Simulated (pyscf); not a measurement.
## Substitution at Ge: Cl–GeH₂–GeH₃ + H• → Cl–GeH₂• + GeH₄

Gas phase, doublet surface, charge 0. Bonds broken: Ge1–Ge2. Bonds formed: Ge2–H3. Structures and frequencies: ωB97X-D3(BJ)/def2-SVP in PySCF.

Transition state (Å):

```xyz
9

Ge     1.0310    -0.4748     0.0780
Ge    -0.6415     1.3527     0.0870
H      0.5792     1.4500    -1.2783
H      1.1734    -1.1572    -1.2864
H      0.7579    -1.4944     1.2004
H     -0.1864     2.7598     0.4930
H     -1.3423     0.8056     1.3888
H     -1.7592     1.3214    -0.9653
Cl     2.9166     0.4680     0.5546
```

One imaginary mode, 456i cm⁻¹; descent along it reached the two sides named.

| bond | change | reactant side (Å) | saddle | product side |
|---|---|---|---|---|
| Ge1–Ge2 | breaks | 2.400 | 2.477 | 3.7 |
| Ge2–H3 | forms | 4.0 | 1.834 | 1.534 |

Electronic energies relative to the separated reactants (kJ/mol):

| level | barrier | reaction energy | reverse barrier |
|---|---|---|---|
| ωB97X-D3(BJ)/def2-TZVP | 24.9 | -52.0 | 76.9 |
| PBE/def2-TZVP | 3.0 | -75.9 | 78.9 |
| r²SCAN/def2-TZVP | -2.1 | -79.9 | 77.8 |
| B3LYP-D3(BJ)/def2-TZVP | 6.7 | -84.2 | 90.9 |
| PBE0-D3(BJ)/def2-TZVP | 11.4 | -66.5 | 77.9 |
| M06-2X/def2-TZVP | 18.4 | -87.1 | 105.5 |
| ωB97M-D3(BJ)/def2-TZVP | 23.4 | -82.6 | 106.0 |
| HF/def2-TZVP | 80.5 | -77.3 | 157.8 |

With ωB97M-D3(BJ)/def2-TZVP energies and thermal terms (ideal gas, 1 atm, RRHO with modes under 100 cm⁻¹ raised to 100, one conformer, R ln 2 for chiral ones without a mode under 150 cm⁻¹), in kJ/mol:

```csv
T (K),ΔH‡,ΔG‡,ΔH,ΔG
298,23.8,54.4,-74.3,-83.9
600,21.2,86.5,-81.1,-90.9
900,19.6,119.5,-86.9,-94.5
1200,18.2,153.0,-92.1,-96.2
```

At r²SCAN this geometry lies under the reactants; that is no barrier but a single point on another level's saddle; such a level's own saddle, if it has one, lies nearer that side and is low. This is the saddle that the search found; another between the same sides may lie lower. The angle at the attacked Ge is 66° (front-side attack). Elements up to Kr have no core potential and no relativistic terms here.
